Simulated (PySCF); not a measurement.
Exact mass, isotope pattern and composition

Species: NaOH (`[OH][Na]`).

Calculated from isotope tables alone.

Q: What are the average molar mass and the monoisotopic mass?

A: For HNaO, with standard atomic weights, 1 × 15.999 + 1 × 22.990 + 1 × 1.008 = 39.997 g/mol. From the most abundant isotopes (16O, 23Na, 1H), 1 × 15.994915 + 1 × 22.989769 + 1 × 1.007825 = 39.9925 u.

Q: What cluster does the molecular ion M+• show when like nominal masses merge?

A: 
| nominal mass | m/z (centroid) | relative intensity |
| --- | --- | --- |
| 40 | 39.9920 | 100.0 |
| 42 | 41.9962 | 0.2 |

Lines under 0.1 % of the tallest are left out. One electron mass, 0.00055 u, is taken off. Abundances used (%; other tables differ somewhat): 16O 99.757, 17O 0.038, 18O 0.205; 1H 99.9885, 2H 0.0115.

Q: Count the protons, neutrons and electrons of the monoisotopic species, and give its exact less its nominal mass.

A: 20 protons, 20 neutrons and 20 electrons; 39.9925 − 40 = -0.0075 u.

Q: Resolve the fine structure: one atom at a time replaced by a minor isotope.

A: Intensity in % of the monoisotopic species:

```
isotope  mass shift (u)      m/z  intensity (%)
    17O        +1.00422  40.9962           0.04
    18O        +2.00425  41.9962           0.21
```

Species under 0.02 % are left out.

Q: What share of all molecules is the monoisotopic species?

A: 0.99757 × 1 × 0.999885 = 99.75 %.

Q: Which m/z would the protonated, sodiated and deprotonated molecule have?

A: [M+H]+ 40.9998, [M+Na]+ 62.9817, [M−H]− 38.9852, for the monoisotopic species (arithmetic only; whether such ions form is another matter).
